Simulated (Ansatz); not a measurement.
**One shape, several levels: triplet AlH2F**

Wanted: a comparison of 6 runs (UHF/STO-3G, U-wB97M-V/STO-3G, UB3LYP/STO-3G, UPBE0/STO-3G, RPA@PBE/STO-3G, UBCCD(T)/STO-3G) of triplet AlH2F. 

The results are computed with Ansatz 0.2.0.

52 further runs of the same task are left out: 52 set aside as unsound or not needed.

## 1. The structure to begin with

The species is AlH2F (4 atoms), meant as a triplet with charge 0. SMILES of the parent species: `[H][Al]([H])[F]`. Geometry: a GFN2-xTB relaxation, a rough one for these elements and not checked as a minimum. That shape belongs to the parent species and isn't relaxed for this state.

Bond lengths: Al1–F4 1.642 Å, Al1–H2 1.528 Å, Al1–H3 1.528 Å. Angles: H2–Al1–F4 119.2°, H3–Al1–F4 119.2°, H2–Al1–H3 121.7°.

## 2. A single-point energy at UHF/STO-3G (run 1)

Contents of run.yaml:

```yaml
crystal:
  periodic: [false, false, false]
  atoms:
    - {symbol: Al, position_ang: [0.019600, 0.032680, 0.000940]}
    - {symbol: H, position_ang: [1.546910, -0.017870, 0.014080]}
    - {symbol: H, position_ang: [-0.738990, 1.358820, -0.019420]}
    - {symbol: F, position_ang: [-0.827520, -1.373630, 0.004400]}
basis:
  gaussian: {orbitals: STO-3G}
magnetization: {spin_polarized: true, initial_magnetization: 2}
hamiltonian: {xc: hf}
accuracy: high
```

Run with:

```console
$ ansatz run run.yaml --threads 1 --pin off --max-ram 2610MiB --events-out events.jsonl --progress --plain --runs-dir runs
```

The log of the run:

```text
Warning: RAYON_NUM_THREADS=1 ignored (pool sized by the plan → 1); use --threads N
Functional definition: HF
  name "HF"
  exchange = exact_x
  correlation = 0
267 factors; integrals over basis functions are off by at most 2.8e-8 eV
mean field evaluation 1: about -9191.4569 eV, gradient 1.2e1 eV
mean field evaluation 2: about -9191.5298 eV, gradient 1.2e1 eV
mean field evaluation 4: about -9193.1258 eV, gradient 1.4e0 eV
mean field evaluation 8: about -9193.1600 eV, gradient 1.1e-1 eV
mean field evaluation 16: about -9195.9823 eV, gradient 4.1e-2 eV
mean field evaluation 32: about -9195.8391 eV, gradient 2.2e-1 eV
mean field evaluation 64: about -9194.6767 eV, gradient 8.7e-1 eV
mean field evaluation 96: about -9194.7745 eV, gradient 5.9e-1 eV
mean field evaluation 128: about -9193.1583 eV, gradient 6.9e-2 eV
mean field evaluation 160: about -9193.1619 eV, gradient 6.2e-1 eV
mean field -9195.98229643 eV, -337.9461161330 hartree, gradient 1.9e-8 eV, S^2 2.016977; 4 other end points of the search recorded, 0 dependent functions left out
reference -9195.98229643 eV, -337.9461161330 hartree; 13, 11 occupied and 3, 5 virtual orbitals, 267 factors
Total energy: -9195.98229643 eV, -337.9461161330 hartree
```

It took 0.22 s on 1 thread of Arm Neoverse V1, shared host.

## 3. A single-point energy at U-wB97M-V/STO-3G (run 2)

Contents of job.yaml:

```yaml
crystal:
  periodic: [false, false, false]
  atoms:
    - {symbol: Al, position_ang: [0.019600, 0.032680, 0.000940]}
    - {symbol: H, position_ang: [1.546910, -0.017870, 0.014080]}
    - {symbol: H, position_ang: [-0.738990, 1.358820, -0.019420]}
    - {symbol: F, position_ang: [-0.827520, -1.373630, 0.004400]}
basis:
  gaussian: {orbitals: STO-3G}
magnetization: {spin_polarized: true, initial_magnetization: 2}
hamiltonian: {xc: {name: wB97M-V}}
accuracy: high
```

Run with:

```console
$ ansatz run job.yaml --threads 1 --pin off --max-ram 2610MiB --events-out events.jsonl --progress --plain --runs-dir runs
```

The log of the run, shortened:

```text
Warning: RAYON_NUM_THREADS=1 ignored (pool sized by the plan → 1); use --threads N
Functional definition: wB97M-V
  name "wB97M-V"
[...]
  gx(w, u) = 1 - cx + cx01*u + cx10*w
  gss(w, u) = css00 + css04*u^4 + css10*w + css20*w^2 + css43*w^4*u^3
  gos(w, u) = cos00 + cos10*w + (cos20 + cos21*u)*w^2 + (cos60 + cos61*u)*w^6
[...]
      + integral(e_c_pw_mod_opposite_spin*gos(b97_w_opposite, b97_u_opposite)) + vv10(b, c)
267 factors; integrals over basis functions are off by at most 2.8e-8 eV
116 factors; integrals over basis functions are off by at most 5.9e-10 eV
[...]
mean field -9220.29499043 eV, -338.8395911578 hartree, gradient 2.3e-8 eV, S^2 2.002822; 2 other end points of the search recorded, 0 dependent functions left out
reference -9220.29499251 eV, -338.8395912342 hartree; 13, 11 occupied and 3, 5 virtual orbitals, 267 factors
Total energy: -9220.29499251 eV, -338.8395912342 hartree
```

Run time: 17 s. Hardware: 1 thread of Arm Neoverse V1, shared host; peak memory 0.44 GiB.

Runs 3 to 5 aren't shown in full; the table further down has their settings and results.

## 4. The energy at UBCCD(T)/STO-3G (run 6)

Contents of job.yaml:

```yaml
crystal:
  periodic: [false, false, false]
  atoms:
    - symbol: Al
      position_ang: [0.019600, 0.032680, 0.000940]
    - symbol: H
      position_ang: [1.546910, -0.017870, 0.014080]
    - symbol: H
      position_ang: [-0.738990, 1.358820, -0.019420]
    - symbol: F
      position_ang: [-0.827520, -1.373630, 0.004400]
basis:
  gaussian: {orbitals: STO-3G}
magnetization: {spin_polarized: true, initial_magnetization: 2}
correlation: {method: bccd_t, frozen_orbitals: {Al: 5, F: 1, H: 0}}
accuracy: high
scf: {omitted_lower_state_checks: [cluster_reference, increment]}
```

Run with:

```console
$ ansatz run job.yaml --threads 1 --pin off --max-ram 2610MiB --events-out events.jsonl --progress --plain --runs-dir runs
```

The log of the run:

```text
Warning: RAYON_NUM_THREADS=1 ignored (pool sized by the plan → 1); use --threads N
[... 15 lines left out ...]
6 core orbitals not correlated: weight in the atoms' cores, before any rotation towards them, 0.999 or more for the frozen orbitals, at most 0.000 for the correlated occupied ones
[... 42 lines left out ...]
Total energy: -9197.55039020 eV, -338.0037425163 hartree
Checks for a lower state left out: cluster_reference, increment
```

It took 0.4 s on 1 thread of Arm Neoverse V1, shared host.

## 5. The series

```
run             level  frozen core orbitals  energy (Eh)   ⟨S²⟩  wall time
  1        UHF/STO-3G                     –  -337.946116  2.017     0.22 s
  2  U-wB97M-V/STO-3G                     –  -338.839591  2.003       17 s
  3     UB3LYP/STO-3G                     –  -338.840036  2.002      1.6 s
  4      UPBE0/STO-3G                     –  -338.640399  2.002      1.6 s
  5    RPA@PBE/STO-3G                     6  -338.078378  2.001      2.4 s
  6   UBCCD(T)/STO-3G                     6  -338.003743  2.017      0.4 s
```

## 6. Summary of results

| quantity | value |
| --- | --- |
| run 6: total energy | -338.00374 Eh |
| run 6: correlation energy (6 core orbitals frozen) | -57.6 mEh |
| run 6: (T) correction | -1.64 mEh |
| run 6: ⟨S²⟩ of the reference determinant | 2.017 |

In words: Totals of different functionals can't be ranked against each other. In runs 1, 2, 3, 4, 5, 6 the basis is minimal, so the values are rough. All runs together took 23 s, the longest 17 s.
